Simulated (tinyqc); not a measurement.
MP2 on RHF in the sto-3g basis, for H2O, spin multiplicity 1, step by step. One step of it, computed by the program tinyqc.

Question. Second-order Moller-Plesset energy. E2 = sum_ijab (ia|jb) [2 (ia|jb) - (ib|ja)] / (e_i + e_j - e_a - e_b) over occupied i, j and virtual a, b; the opposite-spin part is (ia|jb)^2 / denominator, the rest is same-spin, and SCS-MP2 scales them by 6/5 and 1/3.

orbital energies (hartree): MO1 -20.240668, MO2 -1.234923, MO3 -0.596214, MO4 -0.432403, MO5 -0.383674, MO6 0.538470, MO7 0.693202

Two-electron integrals over orbitals (pq|rs), unique and non-zero (hartree):
```
(11|11) 4.745346    (21|11) -0.421620   (21|21) 0.059350    (22|11) 1.009292
(22|21) -0.014038   (22|22) 0.722645    (31|31) 0.010539    (32|31) 0.017095
(32|32) 0.139758    (33|11) 0.778879    (33|21) -0.004468   (33|22) 0.629806
(33|33) 0.614582    (41|11) 0.171633    (41|21) -0.021669   (41|22) 0.014139
(41|33) 0.005876    (41|41) 0.026461    (42|11) -0.133226   (42|21) 0.008526
(42|22) -0.007699   (42|33) 0.005999    (42|41) 0.019652    (42|42) 0.127925
(43|31) -0.002763   (43|32) 0.024632    (43|43) 0.049073    (44|11) 0.985116
(44|21) -0.012657   (44|22) 0.675335    (44|33) 0.585297    (44|41) -0.010723
(44|42) -0.103164   (44|44) 0.760846    (51|51) 0.026015    (52|51) 0.032781
(52|52) 0.146848    (53|53) 0.027517    (54|51) -0.012493   (54|52) -0.044603
(54|54) 0.052729    (55|11) 1.115344    (55|21) -0.011879   (55|22) 0.749454
(55|33) 0.615343    (55|41) 0.004784    (55|42) -0.071647   (55|44) 0.719682
(55|55) 0.880159    (61|11) -0.226949   (61|21) 0.034060    (61|22) -0.002066
(61|33) 0.000087    (61|41) 0.000670    (61|42) 0.020160    (61|44) -0.017571
(61|55) -0.006033   (61|61) 0.028835    (62|11) 0.293880    (62|21) -0.006726
(62|22) 0.137710    (62|33) 0.069019    (62|41) 0.018321    (62|42) 0.025170
(62|44) 0.082556    (62|55) 0.153070    (62|61) 0.007063    (62|62) 0.098173
(63|31) 0.002672    (63|32) -0.043534   (63|43) -0.033166   (63|63) 0.076832
(64|11) 0.232985    (64|21) -0.002526   (64|22) 0.106037    (64|33) 0.043629
(64|41) 0.002781    (64|42) -0.031857   (64|44) 0.124301    (64|55) 0.125761
(64|61) -0.000117   (64|62) 0.063000    (64|64) 0.075368    (65|51) 0.015059
(65|52) 0.057328    (65|54) 0.000864    (65|65) 0.036965    (66|11) 0.781426
(66|21) -0.007088   (66|22) 0.599093    (66|33) 0.559593    (66|41) 0.019876
(66|42) 0.056351    (66|44) 0.543027    (66|55) 0.578861    (66|61) 0.008074
(66|62) 0.091157    (66|64) 0.046195    (66|66) 0.585956    (71|31) 0.014929
(71|32) 0.022795    (71|43) -0.004040   (71|63) 0.003274    (71|71) 0.021193
(72|31) 0.014282    (72|32) 0.047065    (72|43) -0.031161   (72|63) 0.032974
(72|71) 0.019199    (72|72) 0.064841    (73|11) 0.367225    (73|21) -0.007233
(73|22) 0.151139    (73|33) 0.089908    (73|41) -0.000494   (73|42) -0.073664
(73|44) 0.158099    (73|55) 0.195917    (73|61) -0.006293   (73|62) 0.075022
(73|64) 0.083867    (73|66) 0.039651    (73|73) 0.153380    (74|31) -0.008773
(74|32) -0.073839   (74|43) -0.002694   (74|63) 0.049103    (74|71) -0.012304
(74|72) -0.017576   (74|74) 0.067562    (75|53) 0.023897    (75|75) 0.025123
(76|31) 0.008766    (76|32) 0.096541    (76|43) 0.053398    (76|63) -0.069845
(76|71) 0.011947    (76|72) -0.005789   (76|74) -0.058121   (76|76) 0.117141
(77|11) 0.866272    (77|21) -0.009490   (77|22) 0.619585    (77|33) 0.599141
(77|41) 0.003810    (77|42) -0.018054   (77|44) 0.601355    (77|55) 0.622633
(77|61) -0.004938   (77|62) 0.067065    (77|64) 0.046200    (77|66) 0.557542
(77|73) 0.099513    (77|77) 0.613384
```

Hartree-Fock energy = -74.95959707 hartree

Give: Terms; Pair energies; MP2 correlation energy; SCS-MP2 correlation energy; MP2 total energy.

Answer.

Terms:
```
i  j  a  b    (ia|jb)    (ib|ja)  denominator       term
3  3  7  7     0.1534     0.1534      -2.5788    -0.0091
3  4  7  6     0.0839     0.0491      -2.2603    -0.0044
4  3  6  7     0.0839     0.0491      -2.2603    -0.0044
4  4  6  6     0.0754     0.0754      -1.9417    -0.0029
2  3  6  7     0.0750     0.0330      -3.0628    -0.0029
3  2  7  6     0.0750     0.0330      -3.0628    -0.0029
2  2  6  6     0.0982     0.0982      -3.5468    -0.0027
3  3  6  6     0.0768     0.0768      -2.2694    -0.0026
4  4  7  7     0.0676     0.0676      -2.2512    -0.0020
4  2  6  6     0.0630     0.0630      -2.7443    -0.0014
2  4  6  6     0.0630     0.0630      -2.7443    -0.0014
2  2  7  7     0.0648     0.0648      -3.8562    -0.0011
5  5  6  6     0.0370     0.0370      -1.8443    -0.0007
3  4  6  7     0.0491     0.0839      -2.2603  -3.12e-04
4  3  7  6     0.0491     0.0839      -2.2603  -3.12e-04
5  5  7  7     0.0251     0.0251      -2.1538  -2.93e-04
2  4  7  7    -0.0176    -0.0176      -3.0537  -1.01e-04
4  2  7  7    -0.0176    -0.0176      -3.0537  -1.01e-04
2  3  7  6     0.0330     0.0750      -3.0628   9.77e-05
3  2  6  7     0.0330     0.0750      -3.0628   9.77e-05
1  1  6  6     0.0288     0.0288     -41.5583  -2.00e-05
2  1  7  7     0.0192     0.0192     -22.8620  -1.61e-05
1  2  7  7     0.0192     0.0192     -22.8620  -1.61e-05
1  1  7  7     0.0212     0.0212     -41.8677  -1.07e-05
1  4  7  7    -0.0123    -0.0123     -22.0595  -6.86e-06
4  1  7  7    -0.0123    -0.0123     -22.0595  -6.86e-06
3  1  7  6    -0.0063     0.0033     -22.0686  -4.52e-06
1  3  6  7    -0.0063     0.0033     -22.0686  -4.52e-06
1  2  6  6     0.0071     0.0071     -22.5525  -2.21e-06
2  1  6  6     0.0071     0.0071     -22.5525  -2.21e-06
3  1  6  7     0.0033    -0.0063     -22.0686  -1.90e-06
1  3  7  6     0.0033    -0.0063     -22.0686  -1.90e-06
4  1  6  6  -1.17e-04  -1.17e-04     -21.7500  -6.25e-10
1  4  6  6  -1.17e-04  -1.17e-04     -21.7500  -6.25e-10
```

Pair energies (hartree; pair i-j sums ij and ji):
```
pair  opposite spin  same spin
1-1       -3.07e-05     0.0000
2-1       -3.67e-05     0.0000
2-2         -0.0038     0.0000
3-1       -4.56e-06  -8.29e-06
3-2         -0.0044    -0.0012
3-3         -0.0117     0.0000
4-1       -1.37e-05     0.0000
4-2         -0.0031     0.0000
4-3         -0.0084    -0.0011
4-4         -0.0050     0.0000
5-5         -0.0010     0.0000
```

MP2 correlation energy = -0.039673 hartree

SCS-MP2 correlation energy = -0.045674 hartree

MP2 total energy = -74.999271 hartree
